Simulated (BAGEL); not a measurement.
**SiNH3F− (SMILES N[SiH-]F) at 4 levels**

We compute a comparison of 4 runs (B3LYP/6-31G*, B3LYP/aug-cc-pVDZ, PBE0/aug-cc-pVDZ, RI-MP2/aug-cc-pVDZ) of SiNH3F−. 

The results are computed with BAGEL 1.2.2.

## 1. The structure to begin with

SiNH3F−: 6 atoms, total charge -1, spin state singlet. As SMILES, `N[SiH-]F`. Geometry: relaxed at GFN2-xTB. This is one conformer, not always the lowest.

Bond lengths: N1–Si2 1.786 Å, Si2–F3 1.719 Å, N1–H4 1.014 Å, N1–H5 1.021 Å, Si2–H6 1.560 Å. Angles: N1–Si2–F3 97.4°, N1–Si2–H6 102.8°, F3–Si2–H6 93.1°, Si2–N1–H4 111.3°, Si2–N1–H5 115.3°, H4–N1–H5 107.1°.

## 2. The energy at B3LYP/6-31G(d) (density fitting with qzvpp-jkfit, spherical functions) (run 1)

Input file input.json:

```json
{ "bagel" : [

{
  "title" : "molecule",
  "basis" : "6-31gs.json",
  "df_basis" : "qzvpp-jkfit",
  "angstrom" : true,
  "geometry" : [
    { "atom" : "N", "xyz" : [      -0.706270,       0.064100,      -0.656360 ] },
    { "atom" : "Si", "xyz" : [      -0.018400,      -0.572650,       0.864030 ] },
    { "atom" : "F", "xyz" : [       1.343770,      -1.362790,       0.175370 ] },
    { "atom" : "H", "xyz" : [      -1.421390,       0.759670,      -0.473570 ] },
    { "atom" : "H", "xyz" : [      -0.032070,       0.487510,      -1.296370 ] },
    { "atom" : "H", "xyz" : [       0.834370,       0.624160,       1.386900 ] }
  ]
},

{ "title" : "ks", "xc_func" : "b3lyp", "charge" : -1 },

{ "title" : "print", "file" : "orbitals.molden", "orbitals" : true }

]}
```

The basis set 6-31G* is read from a file made from the Basis Set Exchange's data (not shown).

Launch:

```sh
BAGEL_NUM_THREADS=1 BAGEL input.json > input.out
```

The program printed:

```text
* using 1 threads per process

  ===============================================================
  ===============================================================

  *** Geometry ***

  { "atom" : "N", "xyz" : [     -1.334657,      0.121131,     -1.240341 ] },
  { "atom" : "Si", "xyz" : [     -0.034771,     -1.082152,      1.632780 ] },
  { "atom" : "F", "xyz" : [      2.539357,     -2.575300,      0.331401 ] },
  { "atom" : "H", "xyz" : [     -2.686038,      1.435568,     -0.894918 ] },
  { "atom" : "H", "xyz" : [     -0.060604,      0.921260,     -2.449784 ] },
  { "atom" : "H", "xyz" : [      1.576731,      1.179491,      2.620861 ] },

  Number of auxiliary basis functions:      336

  Since a DF basis is specified, we compute 2- and 3-index integrals:
    o Being stored without compression. Storage requirement is 0.007 GB

  Number of basis functions:       52
  Number of electrons      :       33

    * METHOD: MOLECULE                             0.08

  *** Kohn-Sham DFT ***

    * Removing 9302 points whose weight is below 1.00e-10
    * Grid points: 80134

  === Nuclear Repulsion ===
   105.9374502926

       - DIIS with orbital gradients will be used.

  === KS iteration (b3lyp / 6-31gs.json) ===
      0       -427.21449661          0.16919580           0.14
      1       -417.08754881          0.14515849           0.11
      2       -390.43521287          0.29004419           0.09
      3       -435.65162241          0.16471623           0.09
      4       -439.51475137          0.14422670           0.09
      5       -443.73784150          0.08535348           0.09
      6       -445.01132108          0.05885883           0.09
      7       -445.77121851          0.02380198           0.09
      8       -445.90472525          0.01098368           0.10
      9       -445.92962682          0.00196835           0.10
     10       -445.93063082          0.00084503           0.09
     11       -445.93077968          0.00008111           0.09
     12       -445.93078106          0.00004187           0.09
     13       -445.93078149          0.00000661           0.09
     14       -445.93078150          0.00000124           0.09
     15       -445.93078150          0.00000024           0.09
     16       -445.93078150          0.00000011           0.09
     17       -445.93078150          0.00000003           0.09
     18       -445.93078150          0.00000002           0.09
     19       -445.93078150          0.00000001           0.09
     20       -445.93078150          0.00000000           0.09
    * SCF iteration converged.

    * Permanent dipole moment:
           (   -0.098792,    -0.716840,     0.928259) a.u.

    * METHOD: KS                                   2.25

    * METHOD: PRINT                                0.01

  ===============================================================
```

It took 2.6 s on 1 thread of Arm Neoverse V2, shared host; peak memory 0.23 GiB.

## 3. The energy at B3LYP/aug-cc-pVDZ (density fitting with qzvpp-jkfit) (run 2)

Input file calc.json:

```json
{ "bagel" : [

{
  "title" : "molecule",
  "basis" : "aug-cc-pvdz.json",
  "df_basis" : "qzvpp-jkfit",
  "angstrom" : true,
  "geometry" : [
    { "atom" : "N", "xyz" : [   -0.706270,    0.064100,   -0.656360 ] },
    { "atom" : "Si", "xyz" : [   -0.018400,   -0.572650,    0.864030 ] },
    { "atom" : "F", "xyz" : [    1.343770,   -1.362790,    0.175370 ] },
    { "atom" : "H", "xyz" : [   -1.421390,    0.759670,   -0.473570 ] },
    { "atom" : "H", "xyz" : [   -0.032070,    0.487510,   -1.296370 ] },
    { "atom" : "H", "xyz" : [    0.834370,    0.624160,    1.386900 ] }
  ]
},
{ "title" : "ks", "xc_func" : "b3lyp", "charge" : -1 },
{ "title" : "print", "file" : "orbitals.molden", "orbitals" : true }

]}
```

The basis set aug-cc-pVDZ is read from a file made from the Basis Set Exchange's data (not shown).

Launch:

```sh
BAGEL_NUM_THREADS=1 BAGEL calc.json > calc.out
```

The program printed:

```text
* using 1 threads per process

  ===============================================================
  ===============================================================

  *** Geometry ***

  { "atom" : "N", "xyz" : [     -1.334657,      0.121131,     -1.240341 ] },
  { "atom" : "Si", "xyz" : [     -0.034771,     -1.082152,      1.632780 ] },
  { "atom" : "F", "xyz" : [      2.539357,     -2.575300,      0.331401 ] },
  { "atom" : "H", "xyz" : [     -2.686038,      1.435568,     -0.894918 ] },
  { "atom" : "H", "xyz" : [     -0.060604,      0.921260,     -2.449784 ] },
  { "atom" : "H", "xyz" : [      1.576731,      1.179491,      2.620861 ] },

  Number of auxiliary basis functions:      336

  Since a DF basis is specified, we compute 2- and 3-index integrals:
    o Being stored without compression. Storage requirement is 0.027 GB

  Number of basis functions:      100
  Number of electrons      :       33

    * METHOD: MOLECULE                             0.11

  *** Kohn-Sham DFT ***

    * Removing 9302 points whose weight is below 1.00e-10
    * Grid points: 80134

  === Nuclear Repulsion ===
   105.9374502926

       - DIIS with orbital gradients will be used.

  === KS iteration (b3lyp / aug-cc-pvdz.json) ===
      0       -426.42904639          0.09016336           0.23
      1       -408.19662232          0.12695847           0.23
      2       -400.28532378          0.24242359           0.23
      3       -435.36029071          0.09482186           0.26
      4       -441.00653963          0.08440894           0.24
      5       -445.57900839          0.02701709           0.23
      6       -445.68966514          0.02322120           0.23
      7       -445.97430022          0.00762047           0.24
      8       -446.00192992          0.00333366           0.27
      9       -446.00808137          0.00184758           0.23
     10       -446.01023366          0.00018737           0.23
     11       -446.01025142          0.00004756           0.23
     12       -446.01025237          0.00001159           0.23
     13       -446.01025244          0.00000335           0.24
     14       -446.01025245          0.00000109           0.23
     15       -446.01025245          0.00000024           0.23
     16       -446.01025245          0.00000011           0.23
     17       -446.01025245          0.00000005           0.23
     18       -446.01025245          0.00000002           0.23
     19       -446.01025245          0.00000001           0.24
    * SCF iteration converged.

    * Permanent dipole moment:
           (   -0.168456,    -0.719468,     0.961864) a.u.

    * METHOD: KS                                   5.12

    * METHOD: PRINT                                0.02

  ===============================================================
```

It took 5.7 s on 1 thread of Arm Neoverse V2, shared host; peak memory 0.37 GiB.

Run 3 isn't shown in full; the table further down has it.

## 4. The energy at RI-MP2/aug-cc-pVDZ (density fitting with qzvpp-jkfit) (run 4)

Input file job.json:

```json
{ "bagel": [

{
  "title": "molecule",
  "basis": "aug-cc-pvdz.json",
  "df_basis": "qzvpp-jkfit",
  "angstrom": true,
  "geometry": [
    { "atom": "N", "xyz": [      -0.706270,       0.064100,      -0.656360 ] },
    { "atom": "Si", "xyz": [      -0.018400,      -0.572650,       0.864030 ] },
    { "atom": "F", "xyz": [       1.343770,      -1.362790,       0.175370 ] },
    { "atom": "H", "xyz": [      -1.421390,       0.759670,      -0.473570 ] },
    { "atom": "H", "xyz": [      -0.032070,       0.487510,      -1.296370 ] },
    { "atom": "H", "xyz": [       0.834370,       0.624160,       1.386900 ] }
  ]
},

{ "title": "hf", "charge": -1 },

{ "title": "mp2", "charge": -1, "ncore": 7 }

]}
```

The basis set aug-cc-pVDZ is read from a file made from the Basis Set Exchange's data (not shown).

Launch:

```sh
BAGEL_NUM_THREADS=1 BAGEL job.json > job.out
```

The program printed:

```text
* using 1 threads per process

  ===============================================================
  ===============================================================

  *** Geometry ***

  { "atom" : "N", "xyz" : [     -1.334657,      0.121131,     -1.240341 ] },
  { "atom" : "Si", "xyz" : [     -0.034771,     -1.082152,      1.632780 ] },
  { "atom" : "F", "xyz" : [      2.539357,     -2.575300,      0.331401 ] },
  { "atom" : "H", "xyz" : [     -2.686038,      1.435568,     -0.894918 ] },
  { "atom" : "H", "xyz" : [     -0.060604,      0.921260,     -2.449784 ] },
  { "atom" : "H", "xyz" : [      1.576731,      1.179491,      2.620861 ] },

  Number of auxiliary basis functions:      336

  Since a DF basis is specified, we compute 2- and 3-index integrals:
    o Being stored without compression. Storage requirement is 0.027 GB

  Number of basis functions:      100
  Number of electrons      :       33

    * METHOD: MOLECULE                             0.11

  *** RHF ***

  === Nuclear Repulsion ===
   105.9374502926

      * DIIS with orbital gradients will be used.

  === RHF iteration (aug-cc-pvdz.json) ===
      0       -444.10656187          0.02793665           0.03
      1       -444.35884555          0.02502327           0.03
      2       -444.63111659          0.00269616           0.03
      3       -444.63673357          0.00056208           0.03
      4       -444.63711940          0.00019234           0.03
      5       -444.63719114          0.00007915           0.03
      6       -444.63719941          0.00003091           0.03
      7       -444.63720057          0.00001244           0.03
      8       -444.63720072          0.00000512           0.03
      9       -444.63720075          0.00000161           0.03
     10       -444.63720076          0.00000052           0.03
     11       -444.63720076          0.00000020           0.03
     12       -444.63720076          0.00000011           0.03
     13       -444.63720076          0.00000004           0.03
     14       -444.63720076          0.00000002           0.03
     15       -444.63720076          0.00000001           0.03
    * SCF iteration converged.

    * Permanent dipole moment:
           (   -0.169586,    -0.865431,     1.066592) a.u.

    * METHOD: HF                                   0.64

  *** RHF ***

  === Nuclear Repulsion ===
   105.9374502926

      * DIIS with orbital gradients will be used.

  === RHF iteration (aug-cc-pvdz.json) ===
      0       -444.63720076          0.00000000           0.03
    * SCF iteration converged.

    * Permanent dipole moment:
           (   -0.169585,    -0.865430,     1.066592) a.u.

  === DF-MP2 calculation ===

    * freezing 7 orbitals
    * 3-index integral transformation done
    * assembly done

      MP2 correlation energy:   -0.5074315969      0.02

      MP2 total energy:       -445.1446323524

    * METHOD: MP2                                  0.10

  ===============================================================
```

Run time: 1.1 s. Hardware: 1 thread of Arm Neoverse V2, shared host; peak memory 0.094 GiB.

## 5. The series

| run | level | frozen core orbitals | energy (Eh) | HOMO energy (eV) | LUMO energy (eV) | HOMO–LUMO gap (eV) | wall time |
| --- | --- | --- | --- | --- | --- | --- | --- |
| 1 | B3LYP/6-31G* (density fitting with qzvpp-jkfit, spherical functions) | – | -445.930782 | 1.31 | 6.34 | 5.04 | 2.6 s |
| 2 | B3LYP/aug-cc-pVDZ (density fitting with qzvpp-jkfit) | – | -446.010252 | 0.39 | 2.99 | 2.60 | 5.7 s |
| 3 | PBE0/aug-cc-pVDZ (density fitting with qzvpp-jkfit) | – | -445.702096 | 0.28 | 3.15 | 2.86 | 5.7 s |
| 4 | RI-MP2/aug-cc-pVDZ (density fitting with qzvpp-jkfit) | 7 | -445.144632 | – | – | – | 1.1 s |

## 6. Summary of results

```
                                          quantity          value
                               run 4: total energy  -445.14463 Eh
run 4: correlation energy (7 core orbitals frozen)     -507.4 mEh
```

In words: Over runs 1, 2, 3 the HOMO–LUMO gap runs from 2.60 eV (B3LYP/aug-cc-pVDZ) to 5.04 eV (B3LYP/6-31G*). The empty levels of an anion lie above zero and hang on the basis. Totals of different functionals can't be ranked against each other. In runs 1, 2, 3 the HOMO lies above zero, from self-interaction, a short basis or an electron that isn't bound. All runs together took 15 s, the longest 5.7 s.
